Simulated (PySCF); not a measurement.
From orbital energies to excitation energies

Species: CH6Si.
Bonds: C1–Si2. Hydrogens: H3, H4, H5 on C1; H6, H7, H8 on Si2.

Theory: PySCF 2.14.0, density-fitted response routines, TDDFT CAM-B3LYP/def2-SVPD, vertical, gas phase, core orbitals frozen in the response. Isolated species at its PBE0-D3(BJ)/def2-SVP geometry, gas phase.

Orbital energies (eV): HOMO-3 -13.05, HOMO-2 -10.75, HOMO-1 -10.75, HOMO -10.64, LUMO 1.12, LUMO+1 1.68, LUMO+2 2.45.

Task: Among the lowest singlets, which states do these configurations lead, and at what energies: HOMO→LUMO, HOMO→LUMO+1?

Result: 

```tsv
state	leading configuration	weight	Δε (eV)	E (eV)	E − Δε (eV)	f	other configurations
S1	HOMO→LUMO	0.97	11.76	8.56	-3.20	0.079	–
S9	HOMO→LUMO+1	0.90	12.32	9.51	-2.81	0.298	–
```

E − Δε runs from -3.20 to -2.81 eV. Among themselves, these states come in the order of their orbital differences. Δε is the difference of the two orbital energies.

H and L stand for HOMO and LUMO. The other states: S2 8.65 eV, f 0.022, H-2/H-1→L (≥86%); S3 8.65 eV, f 0.022, H-2/H-1→L (≥86%); S4 9.21 eV, f 0.105, H-2/H-1→L+1 (≥83%); S5 9.21 eV, f 0.106, H-2/H-1→L+1 (≥83%); S6 9.27 eV, f 0.0000, H-2/H-1→L+2 (≥48%), H-2/H-1→L+3 (≥48%); S7 9.45 eV, f 0.010, H→L+2 (85%); S8 9.45 eV, f 0.010, H→L+3 (86%); S10 9.98 eV, f 0.102, H-2/H-1→L+2 (≥52%), H-2/H-1→L+3 (≥41%).

Task: Which computed triplets share their leading configuration (75% or more) with a singlet, and how far apart are the partners?

Result: 

| configuration | triplet | E(T) (eV) | singlet | E(S) (eV) | E(S) − E(T) (eV) |
| --- | --- | --- | --- | --- | --- |
| HOMO→LUMO | T1 | 8.06 | S1 | 8.56 | +0.50 |

The 4 triplets are Tamm–Dancoff values, the singlets full response.

The vertical ionisation energy (ΔSCF) is 11.69 eV, 1.71 eV above S10.
